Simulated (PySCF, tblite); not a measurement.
Isomers of C5H9 (doublet state), one GFN2-xTB conformer each. Single-point energies are computed at B3LYP/pcH-1 (PySCF, gas phase, no added dispersion term), electronic only. GFN2-xTB treats the open shell by occupation alone, and not every SCF solution was tested for stability.

Question: Rank them by B3LYP/pcH-1 energy, lowest first (kcal/mol).
A. `[CH2:1][CH2:2][CH:3]1[CH2:4][CH2:5]1` (doublet state) with H–C1–C2–C3 31° and -153°, C1–C2–C3–C4 -83°
B. `[CH2:1]=[CH:2][CH2:3][CH:4][CH3:5]` (doublet state) with C1–C2–C3–C4 105°, C2–C3–C4–C5 -90°

Answer: B (0.0), A (9.3).

As drawn, the higher has a three-membered ring, which the lower lacks. GFN2-xTB itself gives, in the same order: 0.0, 0.2. Both levels put the same isomer lowest.

Question: What happens when harmonic zero-point energies from GFN2-xTB frequencies are added?

Answer: 
```tsv
SMILES	ZPE (kcal/mol)	electronic (kcal/mol)	with ZPE (kcal/mol)
C=CC[CH]C	75.1	0.0	0.0
[CH2]CC1CC1	75.7	9.3	9.9
```

The zero-point energies span 0.6 kcal/mol. The order is unchanged.

Question: As an exercise, what shares would exp(−E/RT) give at 1000 K from these electronic energies alone (no entropy, no degeneracies)?

Answer: RT = 1.987 kcal/mol: C=CC[CH]C 99.1 %, [CH2]CC1CC1 0.9 %.
